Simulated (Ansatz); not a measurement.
**C2F (sextet): wave-function methods side by side, cc-pVTZ**

Aim: climb from Hartree-Fock through coupled cluster for C2F (sextet) at one geometry and basis, and see what each rung misses.

Computed with Ansatz 0.2.0, Gaussian basis. Level: cc-pVTZ, core rule «outside noble gas», up to 3 orbitals frozen.

To be run: UHF; CCSD(T) on ROHF; CCSD(T) on UHF; BCCD(T) on ROHF; CCSDT(Q) on ROHF; CCSDT(Q) on UHF.

8 further runs of the same task are left out: 3 for a known fault of the program, 5 set aside as unsound or not needed. Runs told in other sessions of the task aren't counted.

## Step 1: The geometry

The geometry is a PBE0/def2-TZVP stationary point (not a proven minimum) of the parent state, kept for this charge and spin.

3 atoms, charge 0, spin multiplicity 6.

Atoms are counted from 1 here; the program's logs count them from 0.

Bond lengths: C1–C2 1.444 Å, C2–F3 1.292 Å. Angles: C1–C2–F3 117.8°.

## Step 2: UHF

The input, in.yaml:

```yaml
crystal:
  periodic: [false, false, false]
  atoms:
    - {symbol: C, position_ang: [0.000000, -0.230648, 1.382426]}
    - {symbol: C, position_ang: [0.000000, 0.503978, 0.138719]}
    - {symbol: F, position_ang: [0.000000, -0.172798, -0.961661]}
basis:
  gaussian: {orbitals: cc-pVTZ}
magnetization: {spin_polarized: true, initial_magnetization: 5}
hamiltonian: {xc: hf}
output: {orbitals: {seedname: orbitals}}
```

On the command line:

```console
$ ansatz run in.yaml --threads 1 --pin off --events-out ev --progress --plain --max-ram 4096MiB --backend cpu
```

After this run come: CCSD(T) on ROHF; CCSD(T) on UHF; BCCD(T) on ROHF; CCSDT(Q) on ROHF; CCSDT(Q) on UHF.

Q: Predict the results of all the runs planned. Wanted: UCCSDT(Q) from the RHF energy; RMP2 from UCCSDT(Q); UMP2 from UCCSDT(Q); RCCSD from UCCSDT(Q); RCCSD(T) from UCCSDT(Q); UCCSD(T) from UCCSDT(Q); RCCSDT(Q) from UCCSDT(Q); T1 diagnostic.

The runs gave:

| quantity | value |
| --- | --- |
| UCCSDT(Q) from the ROHF energy | -12.0555 eV |
| RMP2 from UCCSDT(Q) | +960.0 meV |
| UMP2 from UCCSDT(Q) | +958.4 meV |
| RCCSD from UCCSDT(Q) | +419.3 meV |
| RCCSD(T) from UCCSDT(Q) | +39.0 meV |
| UCCSD(T) from UCCSDT(Q) | +37.1 meV |
| RCCSDT(Q) from UCCSDT(Q) | +7.1 meV |
| levels within 1 kcal/mol (43 meV) | RCCSD(T), UCCSD(T), BCCD(T), RCCSDT, UCCSDT, RCCSDT(Q) |
| T1 diagnostic | 0.023 |

RCCSD(T) lands +39.0 meV from the yardstick (0.3 % of the correlation energy). These misses are within one basis, not against nature; the frozen cores of restricted and unrestricted runs differ, which can shift their rows.
